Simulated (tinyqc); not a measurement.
Worked calculation: geometry optimisation on the UHF/sto-6g surface (energies and gradients from PySCF), for CH2, spin multiplicity 3. One step of it, computed by the program tinyqc.

Question. Step 1: move. Quasi-Newton step p = -H^(-1) g (first H = 0.6 times the unit matrix); steps longer than 0.5 bohr are cut back.

positions at the start (bohr), order 1C, 2H, 3H:
```
[[0.115273, 0.022677, 0.005669],
 [0.030236, 1.800909, 0.874943],
 [0.051023, -1.918072, 0.884392]]
```

gradient (hartree/bohr), order 1C, 2H, 3H:
```
[[-0.00060349, 0.06381510, 0.00270948],
 [0.00155186, -0.02404989, -0.01643113],
 [-0.00094836, -0.03976521, 0.01372165]]
```

Give: positions after step 1.

Answer.

positions after step 1 (bohr), order 1C, 2H, 3H:
```
[[0.116, -0.084, 0.001],
 [0.028, 1.841, 0.902],
 [0.053, -1.852, 0.862]]
```
